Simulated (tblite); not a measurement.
# AlH5O2: the cost of one run

Programs: tblite 0.8.0 and PySCF 2.14.0. All values are calculated, for the isolated system unless a continuum is named. Atoms count from 0, parts from 1.

## 1. Starting point

8 atoms, charge 0, multiplicity 1; geometry: rigid parts in contact. Parts: 1 = atoms 0–3, `[AlH3]`, charge 0; 2 = atoms 4–7, `OO`, charge 0.

## 2. Docking the parts with GFN2-xTB

Job settings and geometry (Å):

```
{"job": {"kind": "dock", "xc": "GFN2-xTB", "basis": "xTB"}, "charge": 0, "multiplicity": 1, "parts": [{"atoms": "0-3", "charge": 0, "multiplicity": 1}, {"atoms": "4-7", "charge": 0, "multiplicity": 1}]}
Al     0.000060    -0.000100    -0.000175
H      0.049945    -0.268069    -1.528642
H      0.005145     1.458693     0.533103
H     -0.055149    -1.190524     0.995714
O      0.191791    -3.212639    -1.147659
O     -0.544035    -2.600784    -2.197969
H     -0.392261    -3.935879    -0.885765
H      0.041267    -1.879150    -2.461437
```

Level: GFN2-xTB search for minima from random contacts, gas phase.

Launch:

```sh
OMP_NUM_THREADS=1 python cluster_run.py task.json out
```

The driver reads the jobs from task.json and runs them one after another.

Q: Estimate the wall time of this first job on 1 thread of Arm Neoverse N1, shared host.

About 2.3 s.
